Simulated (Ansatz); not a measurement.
## Ansatz (development build ahead of 0.2.0) run

```yaml
crystal:
  periodic: [false, false, false]
  atoms:
    - { symbol: P, position_ang: [0.0, 0.0, 0.0] }
    - { symbol: P, position_ang: [0.0, 0.0, 1.89] }
basis:
  gaussian: { orbitals: pcseg-2 }
magnetization:
  spin_polarized: true
hamiltonian:
  xc: hf
```

The input is written out in the form of the current development build from the run's settings.

Results

```json
{
  "Converged": "yes",
  "Total energy": "-681.48092 hartree",
  "Spin squared of the determinant": "0.696",
  "Stability test": "minimum"
}
```

Caution: the unrestricted determinant is spin contaminated.
